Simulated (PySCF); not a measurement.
PySCF input for CHCl3, SMILES ClC(Cl)Cl, PBE0/pcSseg-2. Coordinates come from a TPSSh-D3(BJ)/def2-SVP optimisation.

```python
import numpy as np
from pyscf import gto, scf, dft
from pyscf.prop.nmr import rks as nmr

mol = gto.M(
    atom='''
    Cl   -1.46795799   -0.84752594   -0.08424106
    C     0.00000000   -0.00000000    0.45760681
    Cl    1.46795798   -0.84752594   -0.08424106
    Cl    0.00000000    1.69505188   -0.08424106
    H    -0.00000000    0.00000000    1.55065320
    ''',
    basis='pcSseg-2',
    charge=0,
    spin=0,
    max_memory=1600,
    verbose=3,
)
mf = dft.RKS(mol, xc='pbe0').density_fit(auxbasis='def2-universal-jkfit')
mf.grids.level = 3
mf.conv_tol = 1e-10
mf.max_cycle = 100
mf.kernel()
n = nmr.NMR(mf)
n.verbose = 2
n.max_cycle_cphf = 60
sigma = n.kernel()
print('atom   isotropic/ppm   span/ppm')
for i, s in enumerate(sigma):
    w = np.linalg.eigvalsh((s + s.T) / 2)
    print(f'{mol.atom_symbol(i):2s}{i + 1:3d} {w.mean():14.3f} {w[2] - w[0]:11.3f}')
```

Program output:

```
converged SCF energy = -1418.87861724136
atom   isotropic/ppm   span/ppm
Cl  1        532.810     791.307
C   2         75.755      63.926
Cl  3        532.810     791.307
Cl  4        532.807     791.317
H   5         23.810       5.449
```

The run converged.

Cost: very roughly 60 core-seconds.
